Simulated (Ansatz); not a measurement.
Species, as SMILES: [CH3] (CH3), doublet.
Atoms: C1, H2, H3, H4. Bonds: C1-H2, C1-H3, C1-H4.

Basis-set convergence of the optimised C1-H2 bond length at PBE with Ansatz (an electronic-structure program). Cartesian d functions, on some or all atoms, in 6-31G*, 6-31+G*; all else is spherical. The program fits the integrals of some runs and decomposes those of others, by size. Open shells are unrestricted. No added dispersion term, no relativity. Reference: the value in aug-cc-pVQZ, 1.0859 Å, itself unsure by roughly 0.0001 Å (its mean distance from def2-QZVPPD, pcseg-3, def2-QZVPP). Deviations are taken from unrounded values.

```tsv
basis	functions	optimised C1-H2 bond length (Å)	minus reference (Å)
6-31G	15	1.0904	0.0045
6-31G*	21	1.0903	0.0044
6-31+G*	25	1.0911	0.0052
6-311G**	36	1.0882	0.0022
def2-SVPD	44	1.0961	0.0101
def2-TZVP	49	1.0870	0.0011
aug-pcseg-1	50	1.0938	0.0079
def2-TZVPD	64	1.0872	0.0013
cc-pVTZ	72	1.0863	0.0004
def2-TZVPPD	88	1.0864	0.0005
6-311++G(3df,3pd)	93	1.0862	0.0003
aug-cc-pVTZ	115	1.0863	0.0004
cc-pVQZ	145	1.0858	-0.0001
```

The smallest set listed that lies within 0.003 Å of the reference with all its larger relatives (same family, alike in diffuse functions; a set with none counts only in the reference's own line) is def2-TZVP (49 functions, 0.0011 Å off). Inside, with no larger relative to test it: 6-311G**, 6-311++G(3df,3pd). (Relatives not listed, tested too: def2-TZVPP 0.0004, def2-QZVP -0.0001, def2-QZVPP -0.0001, def2-QZVPPD -0.0001, aug-cc-pVQZ 0.0000 Å.)
